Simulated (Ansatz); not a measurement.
Task: an active-space calculation of CHN, SMILES C#N, with Ansatz 0.2.0 through its Python package. Give the script and its output. Use (for the species named): Hartree-Fock, def2-SVP basis, multiplicity 1.

The script reads `chn.xyz`:
```text
3

C    -0.00568   -0.02502   -0.00572
N     0.25004    1.05289    0.25316
H    -0.24436   -1.02787   -0.24745
```

Script `cas.py`:
```python
import ansatz as az

system = az.Crystal.molecule_from_extxyz("chn.xyz")

base = system.calculation().basis(gaussian="def2-SVP").correlation(active_electrons=6, active_orbitals=7)
for method in [None, "sc_nevpt2", "fic_mrcisd_q"]:
    rep = (base if method is None else base.correlation(method)).run(threads=1).report
    space = rep["configurations"]
    state = space["states"][0]
    print(method or "casscf", f"total {rep['free_energy_ev'] / 27.211386246:.6f} Ha, active-space state {state['energy']['hartree']:.6f} Ha, mean field {rep['reference_energy_ev'] / 27.211386246:.6f} Ha")
    print("  determinants", state["n_determinants"], " natural occupations", [round(n, 3) for n in space["natural_occupations"]])
```

```console
$ python cas.py
casscf total -92.924040 Ha, active-space state -92.924040 Ha, mean field -92.801184 Ha
  determinants 1225  natural occupations [1.981, 1.942, 1.942, 0.057, 0.057, 0.018, 0.003]
sc_nevpt2 total -93.072111 Ha, active-space state -92.924036 Ha, mean field -92.801184 Ha
  determinants 625  natural occupations [1.981, 1.942, 1.942, 0.057, 0.057, 0.018, 0.003]
fic_mrcisd_q total -93.105365 Ha, active-space state -92.924036 Ha, mean field -92.801184 Ha
  determinants 625  natural occupations [1.981, 1.942, 1.942, 0.057, 0.057, 0.018, 0.003]
```

Reading the output:
- The settings weren't tested for convergence.
- The geometry is a force-field or estimated start, not a minimum of this method, and the basis set is short of its limit. The active space starts as a window about the frontier orbitals and is then optimised, not chosen by chemistry.
- Wall time of the script: 10 s on 1 thread of Arm Neoverse V1 (shared host), peak memory 0.2 GiB.
